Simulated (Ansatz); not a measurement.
Molecule: C₂H₃O₂, charge 0, multiplicity 2. It need not be the lowest isomer of its formula. 
Coordinates optimised at B3LYP-D3(BJ)/def2-TZVP (Ansatz, an electronic-structure program):
SMILES: CO[C]=O
```xyz
7

C     -0.9614    -0.0741     0.0045
O     -0.8574    -1.2555    -0.0092
O     -0.0521     0.8706     0.0100
C      1.3414     0.4223    -0.0028
H      1.9343     1.3307     0.0041
H      1.5358    -0.1804     0.8822
H      1.5258    -0.1605    -0.9030
```
Charge 0, spin multiplicity 2.

Dipole moments at this geometry, in debye (magnitudes).

```
level                 program  dipole (D)
--------------------  -------  ----------
revPBE/def2-TZVPD      Ansatz        2.66
BHLYP/def2-TZVPD       Ansatz        2.79
r2SCANh/def2-TZVPD     Ansatz        2.73
CAM-B3LYP/def2-TZVPD   Ansatz        2.78
LC-wPBE/def2-TZVPD     Ansatz        2.79
CCSD(T)/aug-cc-pVDZ    Ansatz        2.66
```
